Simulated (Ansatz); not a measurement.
Geometry optimisation, RKS LDA/6-31G* in Ansatz 0.2.0.

Input:

```yaml
crystal:
  periodic: [false, false, false]
  atoms:
    - { symbol: Si, position_ang: [0.49152, -0.388797, -0.483271] }
    - { symbol: "N", position_ang: [-0.308682, -0.506944, 2.426136] }
    - { symbol: H, position_ang: [-0.560092, -0.812489, 3.375818] }
    - { symbol: H, position_ang: [-0.571656, 0.483853, 2.355165] }
    - { symbol: H, position_ang: [1.262113, -0.19329, -1.754851] }
    - { symbol: H, position_ang: [0.655745, 0.873092, 0.322889] }
    - { symbol: H, position_ang: [-0.950649, -0.613751, -0.812381] }
    - { symbol: S, position_ang: [1.375214, -2.143143, 0.403488] }
    - { symbol: H, position_ang: [0.344264, -2.248345, 1.299195] }
    - { symbol: H, position_ang: [0.733223, -0.545786, 2.361411] }
basis:
  gaussian: { orbitals: "6-31G*" }
hamiltonian:
  xc: lda
relax:
  f_tol: 0.03
  max_steps: 50
```

Launched with:

```bash
$ ansatz run input.yaml --threads 1 --pin off --max-ram 2048MiB --backend cpu --events-out ev --progress --plain --runs-dir out
```

Q: Where does it end, and by what steps?

A: The forces met the threshold. After 12 steps the energy has fallen by 0.282 eV; H10 moved furthest, 1.06 Å.

```
step  energy less start (eV)  largest force component (eV/Å)  accepted
   0                  0.0000                           0.536       yes
   1                 -0.0507                           0.597       yes
   2                 -0.0616                           1.104       yes
   3                 -0.1323                           0.557       yes
   4                 -0.1980                           0.275       yes
   5                 -0.2200                           1.007       yes
   6                 -0.2614                           0.350       yes
   7                 -0.2598                           0.385        no
   8                 -0.2730                           0.145       yes
   9                 -0.2767                           0.097       yes
  10                 -0.2779                           0.195       yes
  11                 -0.2810                           0.084       yes
  12                 -0.2823                           0.022       yes
```

```xyz
10
Properties=species:S:1:pos:R:3
Si 0.526 -0.434 -0.882
N -0.106 -0.663 2.819
H -0.673 -1.290 3.401
H -0.692 0.133 2.540
H 1.273 -0.503 -2.181
H 0.872 0.873 -0.209
H -0.944 -0.351 -1.211
S 1.053 -2.092 0.320
H 0.492 -1.464 1.509
H 0.669 -0.304 3.388
```

The run took 20 s on 1 thread of Arm Neoverse V2 (shared host), peak memory 0.12 GiB.
